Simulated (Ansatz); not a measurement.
Results of LDA in Ansatz (PAW) for BaCu2GeS4 (P3₁21, No. 152; cell taken from a computed entry).

Numerical settings: plane-wave cutoff 520 eV, 6×6×4 k mesh (along the axes of the cell as run), Fermi–Dirac smearing 0.01 eV, no spin polarisation, scalar-relativistic PAW data made under PBE.

Cell (relaxed with PBEsol):

Space group P3₁21 (No. 152); a = 6.169 Å, b = 6.169 Å, c = 15.260 Å, α = 90.00°, β = 90.00°, γ = 120.00°

```json
[
 {"atom": "Ba", "site": "3b", "symmetry": ".2.", "x": "0.4353", "y": "0.4353", "z": "0.5000"},
 {"atom": "Cu", "site": "6c", "symmetry": "1", "x": "0.4249", "y": "0.3578", "z": "0.2551"},
 {"atom": "Ge", "site": "3a", "symmetry": ".2.", "x": "0.2899", "y": "0.2899", "z": "0.0000"},
 {"atom": "S", "site": "6c", "symmetry": "1", "x": "0.0988", "y": "0.3341", "z": "0.3351"},
 {"atom": "S", "site": "6c", "symmetry": "1", "x": "0.5101", "y": "0.0465", "z": "0.2182"}
]
```

Problem. Estimate the band gap that the calculation returns.

Solution. 
- band gap = 1.01 eV

Note: cell and atoms aren't relaxed at this level (pressure -2.3 GPa).

Spin–orbit coupling is not included.

The computed numbers hold no vibrational or temperature effects.

Cost on a shared machine: very roughly 22 core-minutes.

Ansatz is a first-principles code.
